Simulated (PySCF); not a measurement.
Beryllium: a sound run and one with changed settings

Sound run: Be [He] 2s2, Be⁺ [He] 2s1. Calculation: PySCF 2.14, in pcseg-2; no relativity, point nucleus. In the sound run the correlated levels freeze 1s2. The sound run starts from symmetry-adapted Hartree-Fock orbitals and uses a fine grid where one is needed.

Changed run: basis STO-3G. This setting is unsound on purpose.

```
species   method  sound run (hartree)  changed run (hartree)  converged
     Be      UHF            -14.57018              -14.35188        yes
     Be     PBE0            -14.63506              -14.41519        yes
     Be     MN15            -14.66229              -14.33935        yes
     Be      MP2            -14.59414              -14.37567        yes
     Be  CCSD(T)            -14.61238              -14.40333        yes
    Be⁺      UHF            -14.27536              -14.09784        yes
    Be⁺     PBE0            -14.30527              -14.12265        yes
    Be⁺     MN15            -14.33343              -14.05313        yes
```

Ionisation energy of Be:

| method | sound run (eV) | changed run (eV) |
| --- | --- | --- |
| UHF | 8.022 | 6.913 |
| PBE0 | 8.974 | 7.961 |
| MN15 | 8.949 | 7.788 |
| MP2 | 8.674 | 7.560 |
| SCS-MP2 | 8.805 | 7.690 |
| CCSD | 9.171 | 8.313 |
| CCSD(T) | 9.171 | 8.313 |
| CCSDT | 9.171 | 8.313 |
| FCI | 9.171 | 8.313 |

A minimal basis cannot let orbitals breathe on ionisation and holds almost no correlation.

For comparison, NIST gives 9.323 eV between the lowest levels.
